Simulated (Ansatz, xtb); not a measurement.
Relative energy of two isomers of CH3BSi+

We compare I, the doublet with the links of `[H]/[Si+]=C/[BH]`, with II, the doublet with the links of `[H]/[Si+]=C\[BH]`. Both are isolated ions in the gas phase, relaxed with PBE0-D3(BJ)/def2-SVP; the shapes shown needn't be the lowest conformers.

I (Å):

```xyz
6

C     0.2127    2.0053   -0.4763
B     0.4152    0.6569   -0.1058
Si    0.0527    2.5254   -2.1535
H     0.5846   -0.4871    0.1645
H    -0.1604    3.9736   -2.4699
H     0.1474    2.7922    0.2964
```

II (Å):

```yaml
atoms:
  - { symbol: C, position_ang: [-0.1663, 1.6690, -1.5092] }
  - { symbol: B, position_ang: [0.4284, 0.9347, -0.4619] }
  - { symbol: Si, position_ang: [-0.1175, 3.3707, -1.0477] }
  - { symbol: H, position_ang: [0.9472, 0.4326, 0.4814] }
  - { symbol: H, position_ang: [-0.5978, 1.3221, -2.4565] }
  - { symbol: H, position_ang: [0.4885, 3.7686, 0.2632] }
```

Quicker runs give these differences E(II) − E(I): GFN2-xTB −3.2 kJ/mol; HF/STO-3G −2.9 kJ/mol (at GFN2-xTB geometries); r2SCAN-D4/def2-SVP −2.8 kJ/mol (at GFN2-xTB geometries).

**Question.** Estimate E(II) − E(I) at the level CCSD(T)/def2-TZVP.

**Answer.** Calculated at CCSD(T)/def2-TZVP: E(II) − E(I) = −8.7 kJ/mol, so structure II lies lower.

Level by level:

```
               level              geometry  E(II) − E(I) (kJ/mol)  departure from the last row (kJ/mol)  job, with rough time for the two
            GFN2-xTB              GFN2-xTB                    −3.2                                  +5.4              optimisation, 0.17 s
           HF/STO-3G              GFN2-xTB                    −2.9                                  +5.7              single point, 0.34 s
  r2SCAN-D4/def2-SVP              GFN2-xTB                    −2.8                                  +5.9               single point, 5.5 s
PBE0-D3(BJ)/def2-SVP  PBE0-D3(BJ)/def2-SVP                    −6.8                                  +1.9                optimisation, 51 s
        HF/def2-TZVP  PBE0-D3(BJ)/def2-SVP                    +1.7                                 +10.3           part of the CCSD(T) run
       MP2/def2-TZVP  PBE0-D3(BJ)/def2-SVP                    −7.0                                  +1.7           part of the CCSD(T) run
   CCSD(T)/def2-TZVP  PBE0-D3(BJ)/def2-SVP                    −8.7                                                      single point, 45 s
```

As drawn, both hold the same kinds of bond in the same numbers.

HF/def2-TZVP finds them nearly level. The largest departure from CCSD(T)/def2-TZVP is that of HF/def2-TZVP, 10.3 kJ/mol.

With harmonic frequencies from PBE0-D3(BJ)/def2-SVP (ideal gas, rigid rotor, one conformer each, 298.15 K, 1 atm): on the last row, ΔE + ΔZPE = −7.7, ΔH = −7.9, ΔG = −7.7 kJ/mol.

Open shells are spin-unrestricted. The correlated steps freeze 7 core orbitals. Programs: Ansatz 0.2.0, xtb 6.7.1; the last row on 1 thread of Arm Neoverse V1 on a shared host.
